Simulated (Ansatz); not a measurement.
Cost and result for the atomization energy of C2H4O2S (`SC1OCO1`) (9 atoms, 9 bonds).

| atom | x (Å) | y (Å) | z (Å) |
| --- | --- | --- | --- |
| S1 | -0.142 | -0.625 | -2.016 |
| C2 | -0.482 | -0.182 | -0.297 |
| O3 | 0.318 | -0.919 | 0.600 |
| C4 | 0.806 | 0.325 | 1.081 |
| O5 | 0.033 | 1.059 | 0.149 |
| H6 | -1.375 | -0.343 | -2.465 |
| H7 | -1.558 | -0.277 | -0.114 |
| H8 | 0.514 | 0.520 | 2.120 |
| H9 | 1.886 | 0.444 | 0.942 |

Total charge 0; spin multiplicity 1. All single points use the PBE0-D4/def2-TZVP geometry. It is one conformer, not always the lowest. Program: Ansatz. All runs use 2 threads of an Arm Neoverse V2 on a shared host. Times are those of one run each, without the atoms' runs, and a repeat can differ threefold. Electronic energies, without spin–orbit coupling; frozen cores. CCSD(T)/CBS adds CCSD(T) − MP2 in def2-TZVPP to the MP2 limit, and its time is that of the two runs behind it. T1 = 0.013. B3LYP takes the VWN-RPA correlation (the form of Gaussian; ORCA's B3LYP/G). HSE06 is the plane-wave form, built on full-range PBE exchange.

CCSD(T)/CBS is a level of theory with its own doubt, some kJ/mol a heavy atom from the limit and from the frozen cores, so smaller differences don't rank the functionals.

```json
{"level": "LDA (SPW92)/def2-TZVPP", "functions": "222", "wall time": "1.7 s", "atomization (kcal/mol)": "970.6", "difference from CCSD(T)/CBS": "160.3", "per bond": "17.8"}
{"level": "PBE-D4/def2-TZVPP (with forces)", "functions": "222", "wall time": "3.5 s", "atomization (kcal/mol)": "843.9", "difference from CCSD(T)/CBS": "33.6", "per bond": "3.7"}
{"level": "PBE0-D4/def2-TZVPP", "functions": "222", "wall time": "4.1 s", "atomization (kcal/mol)": "816.9", "difference from CCSD(T)/CBS": "6.6", "per bond": "0.7"}
{"level": "HSE06-D4/def2-TZVPP", "functions": "222", "wall time": "4.3 s", "atomization (kcal/mol)": "817.9", "difference from CCSD(T)/CBS": "7.6", "per bond": "0.8"}
{"level": "CAM-B3LYP-D4/def2-TZVPP", "functions": "222", "wall time": "4.6 s", "atomization (kcal/mol)": "811.9", "difference from CCSD(T)/CBS": "1.6", "per bond": "0.2"}
{"level": "CCSD(T)/def2-SVP", "functions": "94", "wall time": "6 s", "atomization (kcal/mol)": "759.4", "difference from CCSD(T)/CBS": "-50.9", "per bond": "-5.7"}
{"level": "B3LYP-D4/def2-TZVPP (with forces)", "functions": "222", "wall time": "6.5 s", "atomization (kcal/mol)": "806.5", "difference from CCSD(T)/CBS": "-3.8", "per bond": "-0.4"}
{"level": "r2SCAN-D4/def2-TZVPP (with forces)", "functions": "222", "wall time": "7.5 s", "atomization (kcal/mol)": "815.1", "difference from CCSD(T)/CBS": "4.8", "per bond": "0.5"}
{"level": "B2PLYP/def2-TZVPP", "functions": "222", "wall time": "7.5 s", "atomization (kcal/mol)": "798.7", "difference from CCSD(T)/CBS": "-11.6", "per bond": "-1.3"}
{"level": "ωB97X-V/def2-TZVPP", "functions": "222", "wall time": "10 s", "atomization (kcal/mol)": "815.8", "difference from CCSD(T)/CBS": "5.5", "per bond": "0.6"}
{"level": "MP2/def2-QZVPP", "functions": "418", "wall time": "29 s", "atomization (kcal/mol)": "823.6", "difference from CCSD(T)/CBS": "13.3", "per bond": "1.5"}
{"level": "CCSD(T)/def2-TZVPP", "functions": "222", "wall time": "3 min", "atomization (kcal/mol)": "785.4", "difference from CCSD(T)/CBS": "-24.9", "per bond": "-2.8"}
{"level": "CCSD(T)/CBS(def2)", "functions": "–", "wall time": "3.5 min", "atomization (kcal/mol)": "810.3", "difference from CCSD(T)/CBS": "0.0", "per bond": "0.0"}
```

From BLYP to BHLYP (50 % exact exchange), in def2-TZVPP and without D4, the atomization energy moves by −40.0 kcal/mol: exact exchange takes away binding that semilocal exchange gives to molecules. The D4 term adds +6.7 kcal/mol with B3LYP and +3.5 kcal/mol with PBE0; it sums over pairs of atoms, weighted by their polarisabilities, and B3LYP, whose exchange is more repulsive, gets the larger term. At CCSD(T), def2-SVP lies −50.9 kcal/mol from the extrapolated value and def2-TZVPP −25.0 kcal/mol: correlation converges slowly with the basis, and small sets miss more of it in the bonded molecule than in its fragments.
